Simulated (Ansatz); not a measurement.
Relaxation of CH3FS2 (7 atoms, charge 0, multiplicity 1), to a largest force component of 0.02 eV/Å in at most 40 steps.

All numbers below come from RKS B3LYP-D4/def2-SVP (Ansatz 0.2.0).

```xyz
7
Properties=species:S:1:pos:R:3
F -1.012 -0.274 0.992
C -0.583 0.755 0.177
S 0.220 0.044 -1.274
S 1.766 -1.123 -0.386
H -1.421 1.362 -0.169
H 0.106 1.398 0.756
H 0.985 -2.231 -0.143
```

Q: Where does it end, and by what steps?

A: The run converged. After 7 steps the energy has fallen by 0.069 eV; F1 moved furthest, 0.23 Å.

```json
{"step": "0", "energy less start (eV)": "0.0000", "largest force component (eV/Å)": "0.773", "accepted": "yes"}
{"step": "1", "energy less start (eV)": "-0.0418", "largest force component (eV/Å)": "0.356", "accepted": "yes"}
{"step": "2", "energy less start (eV)": "-0.0597", "largest force component (eV/Å)": "0.214", "accepted": "yes"}
{"step": "3", "energy less start (eV)": "-0.0647", "largest force component (eV/Å)": "0.105", "accepted": "yes"}
{"step": "4", "energy less start (eV)": "-0.0674", "largest force component (eV/Å)": "0.098", "accepted": "yes"}
{"step": "5", "energy less start (eV)": "-0.0685", "largest force component (eV/Å)": "0.078", "accepted": "yes"}
{"step": "6", "energy less start (eV)": "-0.0689", "largest force component (eV/Å)": "0.056", "accepted": "yes"}
{"step": "7", "energy less start (eV)": "-0.0691", "largest force component (eV/Å)": "0.010", "accepted": "yes"}
```

```xyz
7
Properties=species:S:1:pos:R:3
F -1.227 -0.202 0.995
C -0.597 0.715 0.197
S 0.142 -0.030 -1.285
S 1.778 -1.051 -0.466
H -1.333 1.446 -0.184
H 0.183 1.227 0.782
H 1.116 -2.173 -0.085
```

Whether the end is a true minimum wasn't checked by a vibrational analysis.

The run took 16 s on 1 thread of Intel(R) Xeon(R) 6975P-C (Granite Rapids), on a shared host, peak memory 0.17 GiB.
